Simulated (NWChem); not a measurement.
System: N₂ cation, doublet

Here is an NWChem input.

```
start job
memory heap 200 mb stack 900 mb global 1100 mb
charge 1
geometry units angstroms
  N      0.000000     0.000000    -0.558486
  N      0.000000     0.000000     0.558486
end
basis spherical
  * library def2-tzvp
end
dft
  odft
  mult 2
  xc becke88 perdew86
  iterations 150
end
driver
  maxiter 120
end
task dft optimize
task dft freq
```

No stability test was run on the SCF state.

The level has its own optimisation; frequencies are unscaled.

### Question
Predict the main results of this run. (BP86/def2-TZVP, spin-unrestricted.) Quantities: r N–N (Å); highest harmonic frequency (cm⁻¹); zero-point energy (kcal/mol).

### Answer
```json
{
  "r N–N (Å)": "1.115",
  "highest harmonic frequency (cm⁻¹)": "2254",
  "zero-point energy (kcal/mol)": "3.2"
}
```
